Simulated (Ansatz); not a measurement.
C3H4FN can be A, `N=C=CCF`, or B, `C=C=C(N)F`.

Gas-phase electronic energies from Ansatz, PBE0-D4/def2-TZVP geometries. CCSD(T)/CBS adds triple-zeta CCSD(T) − MP2 to the extrapolated MP2 energy (def2 sets, frozen cores). Functionals use def2-TZVPP. B3LYP here is the variant with VWN-RPA as its local correlation; programs differ in this. One conformer a species, not always the lowest.

A:

```xyz
9

N     0.347   -2.023   -1.070
C     0.462   -0.920   -0.569
C     0.560    0.310   -0.139
C    -0.576    1.057    0.481
F    -1.646    0.221    0.711
H     0.532   -2.815   -0.456
H     1.518    0.811   -0.227
H    -0.274    1.492    1.440
H    -0.923    1.867   -0.172
```

B:

```xyz
9

C    -1.148    0.707    1.310
C    -0.549    0.238    0.255
C     0.058   -0.307   -0.764
N     1.342   -0.816   -0.830
F    -0.590   -0.486   -1.928
H    -1.233    1.776    1.494
H    -1.599    0.051    2.053
H     1.866   -0.467   -1.622
H     1.852   -0.696    0.031
```

Which isomer does CCSD(T)/CBS put lower? Give the gap. (Estimate.)

Ansatz gave: A, by 7.8 kcal/mol.

Give E(B) − E(A) in kcal/mol with MP2/def2-TZVPP, PBE-D4, B2PLYP, HF/def2-TZVPP, CCSD(T)/def2-SVP, B3LYP, B3LYP-D4. (Best estimate.)

The calculation gave: MP2/def2-TZVPP 9.2, PBE-D4 7.1, B2PLYP 8.8, HF/def2-TZVPP 10.6, CCSD(T)/def2-SVP 9.3, B3LYP 8.0, B3LYP-D4 8.0. None reverses the order clearly.

Does the order hold for the free energy at 298.15 K (harmonic terms from PBE0-D4)? (An estimate is asked.)

Computed: Yes: G(B) − G(A) = +8.3 kcal/mol, for one conformer each.

Largest T1 diagnostic: 0.013.

In def2-TZVPP, CCSD(T) changes the Hartree–Fock value by −2.1 kcal/mol (the triples alone add −0.2 kcal/mol) and MP2 by −1.4 kcal/mol. Leaving LDA and LC-ωPBE aside and taking each functional with its dispersion term where it has one, the values, not all of them listed here, spread over 1.7 kcal/mol, from PBE-D4 to ωB97X-V. LDA lies −2.7 kcal/mol from PBE without D4.
